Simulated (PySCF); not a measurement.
Breaking a bond: S2, triplet. Each curve is given relative to its own lowest point near equilibrium.

```csv
R / Å,A,B,C
1.43,1205.5,—,836.5
1.52,741.9,483.0,462.3
1.60,463.1,269.1,251.3
1.70,235.9,109.6,96.6
1.79,109.7,35.5,27.3
1.82,79.4,21.2,14.6
1.89,26.0,2.9,0.1
1.94,0.0,0.0,0.0
2.02,8.6,8.0,13.7
2.09,17.9,24.0,35.6
2.19,33.6,55.8,76.3
2.35,70.5,116.4,151.2
```

Energies in kJ/mol.

Problem. Which curve belongs to which method? The methods are PySCF with CASSCF(12,8)/cc-pVTZ; CCSD(T) on UHF/cc-pVTZ, 10 core orbitals frozen (PySCF); unrestricted MP2 (frozen core)/3-21G (PySCF).

Solution. A is UMP2/3-21G; B is CASSCF(12,8); C is UCCSD(T).

Dashes: no converged value, or the column stops at the first point that the program doubted or that broke a chosen test of continuity, which isn't proof of a fault.

The scan ran from 1.43 to 7.58 Å; beyond the distances shown one of the unrestricted levels run for this scan, shown here or not, changes its spin distribution in one step.
